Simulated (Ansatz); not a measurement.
Geometry optimisation, Ansatz, RKS PBE0/6-31G*.

Input:

```yaml
crystal:
  periodic: [false, false, false]
  atoms:
    - { symbol: Al, position_ang: [0.0, 0.0, 0.0] }
    - { symbol: C, position_ang: [0.0, 0.0, 2.32] }
    - { symbol: H, position_ang: [-0.9996, -0.3092, 2.6905] }
    - { symbol: H, position_ang: [0.7676, -0.7111, 2.6905] }
    - { symbol: C, position_ang: [0.3177, 1.3971, 2.8274] }
    - { symbol: H, position_ang: [0.9159, 1.3257, 3.7596] }
    - { symbol: H, position_ang: [0.8975, 1.9479, 2.0576] }
    - { symbol: H, position_ang: [-0.628, 1.9396, 3.0359] }
    - { symbol: H, position_ang: [1.351, 0.0, -0.78] }
    - { symbol: H, position_ang: [-1.351, 0.0, -0.78] }
    - { symbol: H, position_ang: [-0.2382, -1.749, 0.5865] }
    - { symbol: H, position_ang: [-0.19, -1.3947, 1.5677] }
basis:
  gaussian: { orbitals: "6-31G*" }
hamiltonian:
  xc: pbe0
relax:
  f_tol: 0.15
  max_steps: 25
  restrain:
    - { distance: [0, 10], at: 2.76, k: 30.0 }
    - { distance: [11, 1], at: 2.31, k: 30.0 }
    - { distance: [0, 1], at: 1.97, k: 30.0 }
    - { distance: [11, 10], at: 0.66, k: 30.0 }
output:
  orbitals: {}
```

Run as:

```bash
$ ansatz run input.yaml --threads 1 --pin off --max-ram 2048MiB --backend cpu --events-out ev --progress --plain --runs-dir out
```

Where does it end, and by what steps?

It converged. The restraints hold the end off the free minimum. After 7 steps the energy has fallen by 1.995 eV (the restraints' own energy left out); H11 moved furthest, 0.80 Å. Joined: H11–H12 (1.04 → 0.71 Å).

```csv
step,energy less start (eV),largest force component (eV/Å),accepted
0,0.0000,3.904,yes
1,-0.8408,2.198,yes
2,-0.8957,4.026,yes
3,-1.2563,3.005,yes
4,-1.7707,1.487,yes
5,-1.9410,1.131,yes
6,-1.9847,1.041,yes
7,-1.9955,1.160,yes
```

```xyz
12
Properties=species:S:1:pos:R:3
Al -0.079 0.170 0.227
C 0.059 0.102 2.192
H -0.863 -0.302 2.631
H 0.868 -0.581 2.489
C 0.340 1.492 2.795
H 0.503 1.457 3.879
H 1.232 1.958 2.356
H -0.499 2.177 2.624
H 1.258 0.208 -0.644
H -1.488 0.273 -0.514
H -0.293 -2.529 0.750
H -0.196 -1.978 1.191
```

Run time: 28 s on 1 thread of Arm Neoverse V1, on a shared host, peak memory 0.13 GiB.
